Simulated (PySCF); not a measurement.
Atoms are numbered as in `[CH3:1][CH2:2][S:3](=[O:4])(=[O:5])[Cl:6]`; H(Xn) means a hydrogen on atom n.

Geometry: PBE0-D3(BJ)/def2-SVP; GIAO absolute shieldings from PySCF 2.14, gas phase, non-relativistic, averaged over equivalent atoms.

At HF/pcSseg-2 (300 basis functions, 25 s wall time on 1 thread of an Arm Neoverse V1, shared host):
| atoms | σ (ppm) |
| --- | --- |
| C2 | 134.6 |
| C1 | 181.7 |
| S3 | 121.2 |
| O4/O5 | 76.4 |
| Cl6 | 446.3 |
| H(C2) | 28.80 |
| H(C1) | 30.10 |

Question: Predict the values at BLYP/pcSseg-2 on the same geometry.

Answer: 
| atoms | σ at BLYP/pcSseg-2 | change |
| --- | --- | --- |
| C2 | 104.9 | -29.7 |
| C1 | 162.9 | -18.8 |
| S3 | 82.8 | -38.4 |
| O4/O5 | -13.7 | -90.1 |
| Cl6 | 264.1 | -182.2 |
| H(C2) | 28.10 | -0.70 |
| H(C1) | 29.80 | -0.30 |

The largest change is at Cl6 (chlorine bonded to S). Cost: 300 basis functions, 56 s wall time on 1 thread of an Arm Neoverse V1, shared host.
